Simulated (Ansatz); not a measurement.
A nudged elastic band was laid between two geometries of CH₅Al (7 atoms, charge 0, multiplicity 1).

All numbers below come from RKS r2SCAN-D4/def2-SVP (Ansatz 0.2.0).

| Item | Value |
| --- | --- |
| movable images | 7 |
| climbing image | yes |
| spring | 5.0 eV/Å² |
| optimiser | quadratic models (default) |
| start path | through a guess of the saddle point |
| force threshold | 0.05 eV/Å |
| iteration limit | 60 |
| end points | relaxed |

Initial state:

```xyz
7
Properties=species:S:1:pos:R:3
Al 0.003 0.695 0.802
C -0.032 -0.578 -0.680
H 1.404 1.142 1.418
H -1.334 1.298 1.423
H 0.602 -0.233 -1.516
H 0.396 -1.548 -0.367
H -1.039 -0.776 -1.080
```

Final state:

```xyz
7
Properties=species:S:1:pos:R:3
Al -0.135 0.723 2.409
C 0.327 -0.352 -0.789
H 0.795 0.577 -0.431
H -1.515 1.043 1.536
H 0.990 -0.820 -1.529
H 0.182 -1.052 0.048
H -0.644 -0.120 -1.244
```

Problem. Which bonds break or form, and what moves?

Solution. Bonds broken: Al1–C2, Al1–H3. Bonds formed: C2–H3. CH5Al becomes AlH + CH4.

Problem. Give the energies along the band, and the barrier.

Solution. It converged. The highest image is number 4 of 0 to 8, 69.5 kcal/mol above the first end and 40.3 kcal/mol above the last; the last end lies 29.2 kcal/mol above the first. Neighbouring images differ by up to 1.6 eV, so the band resolves the path poorly. A vibrational analysis at the climbing image gives one clearly imaginary mode, 1199i cm⁻¹: a first-order saddle point. The orbitals stay closed-shell, which can raise the energy where a bond breaks towards radicals; this wasn't checked here.

| image | path coordinate (Å) | energy (kcal/mol) | Al1–C2 (Å) | Al1–H3 (Å) | C2–H3 (Å) |
| --- | --- | --- | --- | --- | --- |
| 0 | 0.00 | 0.0 | 1.95 | 1.59 | 3.07 |
| 1 | 0.65 | 0.0 | 1.95 | 1.59 | 3.09 |
| 2 | 1.31 | 3.6 | 1.92 | 1.58 | 2.84 |
| 3 | 1.96 | 33.1 | 1.95 | 1.54 | 2.29 |
| 4 | 2.61 | 69.5 | 2.27 | 1.58 | 1.72 |
| 5 | 3.21 | 39.6 | 2.57 | 1.86 | 1.19 |
| 6 | 3.80 | 29.5 | 3.18 | 2.43 | 1.11 |
| 7 | 4.39 | 29.2 | 3.44 | 2.86 | 1.10 |
| 8 | 4.98 | 29.2 | 3.41 | 2.99 | 1.10 |

Problem. What is the geometry of the highest image?

Solution. 
```xyz
7
Properties=species:S:1:pos:R:3
Al 0.078 0.917 1.306
C 0.097 -0.349 -0.576
H 1.216 0.683 0.231
H -1.438 0.522 1.557
H 0.948 -0.452 -1.264
H -0.117 -1.333 -0.120
H -0.783 0.012 -1.134
```

The band took 13 iterations and about 3 core-minutes.

Time of the run: 3.2 min on 1 thread of Arm Neoverse V1, on a shared host, peak memory 0.11 GiB.
